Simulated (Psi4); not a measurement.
**A workflow on HO2 (hydroperoxy)**

Aim: a structure relaxation (UPBEh-3c/def2-mSVP), then the harmonic vibrations, then the energy (UMP2/def2-TZVPP) of HO2 (hydroperoxy). 

The results are computed with Psi4 1.11.

## Step 1: The system as given

HO2: 3 atoms, total charge 0, spin state doublet. SMILES: `[O]O`. The coordinates come from a PBE0-D4/def2-TZVP relaxation. The run starts from this shape.

Bond lengths: O1–O2 1.309 Å, O2–H3 0.975 Å. Angles: O1–O2–H3 105.8°.

## Step 2: A structure relaxation at UPBEh-3c/def2-mSVP (density fitting) (run 1)

run.py reads:

```python
import psi4

psi4.set_memory('1600 MB')
psi4.set_num_threads(1)
psi4.set_output_file('psi4.out', False)

geom = psi4.geometry("""
0 2
O     -0.67113623     1.78002752    -0.16752422
O     -0.46211363    -0.67916757    -0.32586437
H      1.13324986    -1.10085995     0.49338859
units au
""")

psi4.set_options({
    'reference': 'uks',
    'geom_maxiter': 60,
})

e = psi4.optimize('pbeh-3c')
print(f'total energy {e:.8f} hartree = {e * 27.211386:.5f} eV')
print(geom.to_string(dtype='xyz', units='Angstrom'))
for k, v in sorted(psi4.core.scalar_variables().items()):
    print(f'{k:45s} {v:18.10f}')
```

On the command line:

```
$ python run.py
```

psi4.out:

```text
[...]
  Running in cs symmetry.
[...]
  Nuclear repulsion =   32.530556958490422
[...]
  Multiplicity = 2
[...]
  Nalpha       = 9
  Nbeta        = 8
[...]
    Number of basis functions: 32
[...]
   @DF-UKS iter   1:  -150.54749280723937   -4.27424e-01   1.13961e-02 DIIS/ADIIS
[...]
   @DF-UKS iter   7:  -150.58982117258171   -5.68434e-14   8.65178e-09 DIIS
[...]
   @S^2 Observed:                7.540027004E-01
[...]
    Orbital Energies [Eh]
    ---------------------
    Alpha Occupied:
       1Ap   -19.611366     2Ap   -19.578695     3Ap    -1.328541
       4Ap    -0.967772     5Ap    -0.635896     1App   -0.576994
       6Ap    -0.546934     2App   -0.362530     7Ap    -0.357292
    Alpha Virtual:
       8Ap     0.105551     9Ap     0.196397    10Ap     0.813106
      11Ap     0.874020     3App    0.895209    12Ap     0.978543
      13Ap     0.995766     4App    1.009486    14Ap     1.089706
      15Ap     1.469406     5App    1.528958    16Ap     1.555505
       6App    1.622877    17Ap     1.757293    18Ap     1.889770
       7App    1.945689    19Ap     2.339683    20Ap     2.536344
[...]
  @DF-UKS Final Energy:  -150.58982117258171
   => Energetics <=
    Nuclear Repulsion Energy =             32.6687809591231471
    One-Electron Energy =                -272.1007211379741761
    Two-Electron Energy =                  98.9812058302786255
    DFT Exchange-Correlation Energy =     -10.1447529722599441
    Empirical Dispersion Energy =           0.0056661482506489
    VV10 Nonlocal Energy =                  0.0000000000000000
    Total Energy =                       -150.5898211725816793
  UHF NO Occupations:
  HONO-2 :    7 Ap 1.9994410
  HONO-1 :    1App 1.9988571
[...]
 Multipole Moments:
 ------------------------------------------------------------------------------------
     Multipole            Electronic (a.u.)      Nuclear  (a.u.)        Total (a.u.)
 ------------------------------------------------------------------------------------
 L = 1.  Multiply by 2.5417464519 to convert [e a0] to [Debye]
 Dipole X            :         -0.1409041            0.8847655            0.7438615
 Dipole Y            :          0.2970149           -0.7943258           -0.4973109
 Dipole Z            :          0.0000000            0.0000000            0.0000000
 Magnitude           :                                                    0.8947894
[...]
  -Total Gradient:
     Atom            X                  Y                   Z
    ------   -----------------  -----------------  -----------------
       1       -0.000000799876     0.000027466155     0.000000000000
       2        0.000038116796    -0.000034810841     0.000000000000
       3       -0.000035342630     0.000007787365     0.000000000000
[...]
    Final optimized geometry and variables:
    Molecular point group: cs
    Full point group: Cs
    Geometry (in Bohr), charge = 0, multiplicity = 2:
    O           -0.109653690671     1.280459927164     0.000000000000
    O           -0.002758502397    -1.179538379687     0.000000000000
    H            1.784063079222    -1.601698195174     0.000000000000
[...]
```

Standard output:

```text
Optimizer: Optimization complete!
total energy -150.58982117 hartree = -4097.75775 eV
3
0 2 HO2
O                    -0.058026234169     0.677590212631     0.000000000000
O                    -0.001459736604    -0.624184829641     0.000000000000
H                     0.944085523922    -0.847582183257     0.000000000000

CURRENT ENERGY                                   -150.5898211726
CURRENT REFERENCE ENERGY                         -150.5898211726
DD SOLVATION ENERGY                                 0.0000000000
DFT FUNCTIONAL TOTAL ENERGY                      -150.5954873208
DFT TOTAL ENERGY                                 -150.5898211726
DFT VV10 ENERGY                                     0.0000000000
DFT XC ENERGY                                     -10.1447529723
DISPERSION CORRECTION ENERGY                       -0.0002917743
GRID ELECTRONS ALPHA                                8.9999998328
GRID ELECTRONS BETA                                 8.0000002198
GRID ELECTRONS TOTAL                               17.0000000526
NUCLEAR REPULSION ENERGY                           32.6687809591
ONE-ELECTRON ENERGY                              -272.1007211380
OPTIMIZATION ITERATIONS                             4.0000000000
PBEH3C DISPERSION CORRECTION ENERGY                -0.0002917743
PCM POLARIZATION ENERGY                             0.0000000000
PE ENERGY                                           0.0000000000
SCF ITERATION ENERGY                             -150.5898211726
SCF ITERATIONS                                      7.0000000000
SCF TOTAL ENERGY                                 -150.5898211726
TWO-ELECTRON ENERGY                                98.9812058303
XC GRID RADIAL POINTS                              75.0000000000
XC GRID SPHERICAL POINTS                          302.0000000000
XC GRID TOTAL POINTS                            64820.0000000000
```

Wall time 8.4 s (1 thread of Intel Xeon 6975P-C (Granite Rapids), shared host); peak memory 0.29 GiB.

Steps, from the record of the run:

| step | energy from the first frame kept (eV) | largest force (eV/Å) |
| --- | --- | --- |
| 0 | 0.0000 | 0.2984 |
| 1 | -0.0011 | 0.0712 |
| 2 | -0.0011 | 0.0343 |
| 3 | -0.0011 | 0.0027 |

After the run. Bond lengths: O1–O2 1.303 Å, O2–H3 0.972 Å. Angles: O1–O2–H3 105.8°.

## Step 3: The harmonic vibrations at UPBEh-3c/def2-mSVP (density fitting) (run 2)

job.in reads:

```
memory 1600 mb

molecule {
  0 2
  O
  O 1 R2
  H 2 R3 1 A3

  R2 = 1.303003
  R3 = 0.971577
  A3 = 105.78118
  units angstrom
}

set reference uks
set t 600.0
set rotational_symmetry_number 1

E, wfn = frequencies('pbeh-3c', return_wfn=True)
print_variables()
```

On the command line:

```
$ psi4 -n 1 job.in job.out
```

job.out, shortened:

```text
[...]
  Running in cs symmetry.
[...]
  Nuclear repulsion =   32.668792568447522
[...]
  Multiplicity = 2
[...]
  Nalpha       = 9
  Nbeta        = 8
[...]
    Number of basis functions: 32
[...]
   @DF-UKS iter   1:  -150.54759813219749   -4.13695e-01   1.14243e-02 DIIS/ADIIS
[...]
  Running in c1 symmetry.
[...]
   @DF-UKS iter  13:  -150.58982117282184   -1.19371e-12   9.47608e-09 DIIS
[...]
   @S^2 Observed:                7.540027042E-01
[...]
  @DF-UKS Final Energy:  -150.58982117282184
   => Energetics <=
    Nuclear Repulsion Energy =             32.6687730520106712
    One-Electron Energy =                -272.1007080721713010
    Two-Electron Energy =                  98.9811998430812849
    DFT Exchange-Correlation Energy =     -10.1447521541887973
    Empirical Dispersion Energy =           0.0056661584463135
    VV10 Nonlocal Energy =                  0.0000000000000000
    Total Energy =                       -150.5898211728218712
  UHF NO Occupations:
  HONO-2 :    7  A 1.9994410
  HONO-1 :    8  A 1.9988571
[...]
 Multipole Moments:
[...]
  -Total Gradient:
     Atom            X                  Y                   Z
    ------   -----------------  -----------------  -----------------
       1        0.000000724009     0.000026924847     0.000000005458
       2        0.000032805231    -0.000035367645     0.000000092119
       3       -0.000031537682     0.000008799397    -0.000000091675
[...]
  ==> Harmonic Vibrational Analysis <==
[...]
  Freq [cm^-1]                1287.9064           1493.2254           3730.5570
[...]
  IR activ [km/mol]            40.9640             48.3292             29.6305
[...]
  Total E_0, Enthalpy at 0 [K]                                                         -150.57498645 [Eh]
[...]
  Total H, Enthalpy at  600.00 [K]                                                     -150.56690872 [Eh]
[...]
  Total G, Gibbs energy at  600.00 [K]                                                 -150.62498315 [Eh]
[...]
```

Run time: 22 s. Hardware: 1 thread of Intel Xeon 6975P-C (Granite Rapids), shared host; peak memory 0.29 GiB.

## Step 4: The energy at UMP2/def2-TZVPP (density fitting, density fitting for correlation) (run 3)

input.dat reads:

```
memory 1.6 GB

molecule {
  0 2
  O
  O 1 R2
  H 2 R3 1 A3

  R2 = 1.303003
  R3 = 0.971577
  A3 = 105.78118
  symmetry c1
}

set basis def2-TZVPP
set reference uhf
set num_frozen_docc 2

E = energy('mp2')
```

On the command line:

```
$ psi4 input.dat output.dat -n 1
```

output.dat:

```text
[...]
  Running in c1 symmetry.
[...]
  Nuclear repulsion =   32.668792568447522
[...]
  Multiplicity = 2
[...]
  Nalpha       = 9
  Nbeta        = 8
[...]
    Number of basis functions: 76
[...]
   @DF-UHF iter   1:  -150.18303206896928   -7.12297e-01   4.10202e-03 ADIIS/DIIS
[...]
   @DF-UHF iter  17:  -150.24526336849084   -9.37916e-13   3.09699e-09 DIIS
[...]
   @S^2 Observed:                7.621648127E-01
[...]
    Orbital Energies [Eh]
    ---------------------
    Alpha Occupied:
       1A    -20.680883     2A    -20.671750     3A     -1.591280
       4A     -1.200970     5A     -0.779060     6A     -0.762457
       7A     -0.682046     8A     -0.521569     9A     -0.516107
    Alpha Virtual:
      10A      0.126465    11A      0.310744    12A      0.523858
      13A      0.534219    14A      0.540215    15A      0.589407
      16A      0.603448    17A      0.629604    18A      0.637392
      19A      0.705839    20A      0.863386    21A      0.890966
      22A      0.946390    23A      1.331594    24A      1.506060
      25A      1.643033    26A      1.725069    27A      1.736544
[...]
  @DF-UHF Final Energy:  -150.24526336849084
   => Energetics <=
    Nuclear Repulsion Energy =             32.6687925684475218
    One-Electron Energy =                -272.0210412120347314
    Two-Electron Energy =                  89.1069852750963776
    Total Energy =                       -150.2452633684908392
  UHF NO Occupations:
  HONO-2 :    7  A 1.9979456
  HONO-1 :    8  A 1.9970852
  HONO-0 :    9  A 1.0000000
  LUNO+0 :   10  A 0.0029148
  LUNO+1 :   11  A 0.0020544
[...]
 Multipole Moments:
 ------------------------------------------------------------------------------------
     Multipole            Electronic (a.u.)      Nuclear  (a.u.)        Total (a.u.)
 ------------------------------------------------------------------------------------
 L = 1.  Multiply by 2.5417464519 to convert [e a0] to [Debye]
 Dipole X            :         -0.1485547            0.8494479            0.7008932
 Dipole Y            :          0.4422536           -0.8319856           -0.3897321
 Dipole Z            :          0.0000000            0.0000000            0.0000000
 Magnitude           :                                                    0.8019616
[...]
```

Run time: 1.4 s. Hardware: 1 thread of Intel Xeon 6975P-C (Granite Rapids), shared host; peak memory 0.2 GiB.

## Step 5: Outcome

| quantity | value |
| --- | --- |
| run 1, UPBEh-3c/def2-mSVP: total energy at the end | -150.58982 Eh |
| run 1, UPBEh-3c/def2-mSVP: dipole moment | 2.27 D |
| run 1, UPBEh-3c/def2-mSVP: HOMO energy (highest over α and β) | -9.08 eV |
| run 1, UPBEh-3c/def2-mSVP: LUMO energy (lowest over α and β) | -1.47 eV |
| run 1, UPBEh-3c/def2-mSVP: ⟨S²⟩ | 0.754 |
| run 2, UPBEh-3c/def2-mSVP: lowest harmonic wavenumber | 1288 cm⁻¹ |
| run 2, UPBEh-3c/def2-mSVP: highest harmonic wavenumber | 3731 cm⁻¹ |
| run 2, UPBEh-3c/def2-mSVP: zero-point energy | 38.9 kJ/mol |
| run 2, UPBEh-3c/def2-mSVP: ideal-gas entropy at 600 K (symmetry number 1 as used) | 60.7 cal/(mol K) |
| run 3, UMP2/def2-TZVPP: total energy | -150.68499 Eh |
| run 3, UMP2/def2-TZVPP: HOMO energy (Hartree–Fock orbitals) (highest over α and β) | -13.06 eV |
| run 3, UMP2/def2-TZVPP: LUMO energy (Hartree–Fock orbitals) (lowest over α and β) | 3.37 eV |
| run 3, UMP2/def2-TZVPP: correlation energy (2 core orbitals frozen) | -439.7 mEh |
| run 3, UMP2/def2-TZVPP: ⟨S²⟩ of the reference determinant | 0.762 |

**Reading.** The optimisation (run 1, UPBEh-3c/def2-mSVP) took 4 steps and changed the energy by -0.001 eV. All 3 modes (run 2, UPBEh-3c/def2-mSVP) are real, so the shape is a minimum at this level.
